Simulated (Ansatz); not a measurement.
in.yaml

```yaml
crystal:
  periodic: [false, false, false]
  atoms:
    - {symbol: Hf, position_ang: [0.000000, -0.257744, 1.711606]}
    - {symbol: O, position_ang: [0.000000, -0.360612, -0.927017]}
    - {symbol: H, position_ang: [0.000000, 0.618356, -0.784589]}
basis:
  gaussian: {orbitals: def2-TZVPP}
total_charge: 1
magnetization: {spin_polarized: true, initial_magnetization: 6}
hamiltonian: {xc: hf}
output: {orbitals: {seedname: orbitals}}
```

```sh
$ ansatz run in.yaml --threads 1 --pin off --events-out ev --progress --plain --max-ram 4096MiB --backend cpu
```

(1) Roughly how long does this take on 1 thread of AMD EPYC 7R13, shared host, and how much host memory?

```
741 factors; their error is unknown
mean field evaluation 1: about -3326.5769 eV, gradient 1.6e1 eV
mean field evaluation 2: about -3328.3205 eV, gradient 6.2e0 eV
mean field evaluation 4: about -3328.7213 eV, gradient 1.0e0 eV
mean field evaluation 8: about -3328.8228 eV, gradient 5.7e-1 eV
mean field evaluation 16: about -3329.2880 eV, gradient 2.9e-2 eV
mean field evaluation 32: about -3328.8061 eV, gradient 5.6e-1 eV
mean field evaluation 64: about -3329.2740 eV, gradient 1.1e-1 eV
mean field evaluation 96: about -3329.3311 eV, gradient 2.2e-1 eV
mean field evaluation 128: about -3329.1779 eV, gradient 8.9e-1 eV
mean field evaluation 160: about -3329.2599 eV, gradient 1.9e-1 eV
mean field evaluation 192: about -3329.2648 eV, gradient 3.5e-3 eV
mean field evaluation 224: about -3328.4235 eV, gradient 2.0e0 eV
mean field evaluation 256: about -3328.7178 eV, gradient 2.4e0 eV
mean field evaluation 288: about -3328.1797 eV, gradient 5.5e0 eV
mean field evaluation 320: about -3328.2062 eV, gradient 1.8e0 eV
mean field evaluation 352: about -3327.3838 eV, gradient 8.7e0 eV
mean field evaluation 384: about -3327.1209 eV, gradient 1.9e0 eV
mean field evaluation 416: about -3328.7218 eV, gradient 1.6e-1 eV
mean field -3329.36198138 eV, -122.3517960931 hartree, gradient 5.4e-6 eV, S^2 12.017124; 4 other end points of the search recorded, 0 dependent functions left out
reference -3329.36198138 eV, -122.3517960931 hartree; 13, 7 occupied and 88, 94 virtual orbitals, 741 factors
Total energy: -3329.36198138 eV, -122.3517960931 hartree
```

Results:

(1) 7.5 s wall and 0.22 GiB.
